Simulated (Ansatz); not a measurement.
Mulliken charges of CH$_{5}$PS, SMILES `CSP` from r2SCAN/def2-TZVPP in Ansatz (PBE0-D4/def2-TZVP geometry).

| atom | x (Å) | y (Å) | z (Å) | charge (e) |
| --- | --- | --- | --- | --- |
| C1 | -0.786 | 1.035 | -0.445 | -0.133 |
| S2 | 0.213 | 0.387 | 0.918 | -0.174 |
| P3 | 0.850 | -1.424 | 0.054 | 0.018 |
| H4 | -1.621 | 0.374 | -0.671 | 0.083 |
| H5 | -0.182 | 1.194 | -1.337 | 0.083 |
| H6 | -1.175 | 1.995 | -0.103 | 0.081 |
| H7 | 2.229 | -1.333 | 0.381 | 0.022 |
| H8 | 0.564 | -2.285 | 1.146 | 0.021 |

Task: By hand: the dipole of these point charges (1 e Å = 4.8032 D).

Result: Σ q r = (-0.101, -0.016, -0.242) e Å, of length 0.263 e Å = 1.26 D.

Task: How does the dipole of the full density compare? (Best estimate.)

Result: The calculation gave: (-0.080, 0.024, -0.144) e Å, 0.80 D; the point charges give 1.57 times that, at 13° from its direction.

Point charges leave out the atoms' own dipoles, such as those of lone pairs, and Mulliken's split depends on the basis, so the two needn't agree.
